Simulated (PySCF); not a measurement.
Some computed properties have been withheld. Give your best values.

Species: 1,1-dichloro-2-fluoroethane, C2H3Cl2F.
InChI=1S/C2H3Cl2F/c3-2(4)1-5/h2H,1H2

Conformer (atom-mapped SMILES and torsion angles): `[F:1][CH2:2][CH:3]([Cl:4])[Cl:5]`: F1–C2–C3–Cl4 -176°.

```tsv
property	level	value
point group	PBE0-D3(BJ)/def2-SVP	C1
rotational constants A, B, C	PBE0-D3(BJ)/def2-SVP	3.723, 2.361, 1.508 GHz
dipole moment	wB97X-D/def2-SVPD	1.48 D
HOMO energy	wB97X-D/def2-SVPD	?
LUMO energy	wB97X-D/def2-SVPD	1.39 eV
lowest singlet excitation	TDDFT wB97X-D/def2-SVPD	7.17 eV (173 nm, f = 0.000)
strongest line among the 10 lowest singlet transitions	TDDFT wB97X-D/def2-SVPD	?
lowest triplet excitation (Tamm–Dancoff)	TDA wB97X-D/def2-SVPD	?
static isotropic polarisability	wB97X-D/def2-SVPD	54.2 au
vertical ionisation energy	ΔSCF wB97X-D/def2-SVPD	11.44 eV
electronic spatial extent ⟨r²⟩ about the centre of nuclear charge	wB97X-D/def2-SVPD	?
13C chemical shifts (computed TMS as zero) by class	GIAO KT3/pcSseg-2	88.8 (1 C), 86.2 (1 C) ppm
1H chemical shifts (computed TMS as zero) by class	GIAO KT3/pcSseg-2	6.09 (1 H), 4.39 (2 H) ppm
isotropic shieldings of nuclei other than C and H, by class	GIAO KT3/pcSseg-2	377 (1 F), 703 (2 Cl) ppm
core binding energies	ΔSCF SCAN, pcX-2 on the ionised atom, pcseg-1 elsewhere, spin-free X2C, 2p3/2 from a spin–orbit splitting computed afterwards within the 2p shell	Cl2p3/2 206.8 (×2), C1s 294.1, C1s 294.3, F1s 693.3, Cl1s 2829.4 (×2) eV
```

Gas-phase values; electronic properties from PySCF, density fitting. Geometry: PBE0-D3(BJ)/def2-SVP, one conformer, isolated molecule. The shieldings hold no spin–orbit term; for a carbon that bears several chlorines this term is known to matter. NMR classes are plain means over equivalent atoms (diastereotopic ones count apart unless rotation or inversion swaps them), as if these changed places fast; in this geometry the members of some classes differ.

Question: Give the lowest triplet excitation (Tamm–Dancoff).

Answer: 6.54 eV.

Question: Give the HOMO energy.

Answer: -10.93 eV.

Question: The strongest line among the 10 lowest singlet transitions?

Answer: S10 at 9.20 eV (135 nm, f = 0.193).

Question: Give the electronic spatial extent ⟨r²⟩ about the centre of nuclear charge.

Answer: 708 bohr².

The 10 singlets span 7.17 to 9.20 eV, and their oscillator strengths add up to 0.29. The polarisability is 8.03 Å³ as a volume (1 au = 0.148185 Å³), or 0.93 au for each of the 58 electrons. With B = h/(8π²I), that is 505.379 GHz u Å² over I, the principal moments of inertia are 135.7, 214.1 and 335.2 u Å² (most abundant isotopes). The rotational constants make it an asymmetric top with κ = (2B − A − C)/(A − C) = -0.23, nearer the prolate limit (−1). A dipole of 1.48 D is allowed in C1, and pure rotational transitions are dipole-allowed. The principal polarisabilities are 45.2, 54.2 and 63.1 au; their mean is the isotropic value.
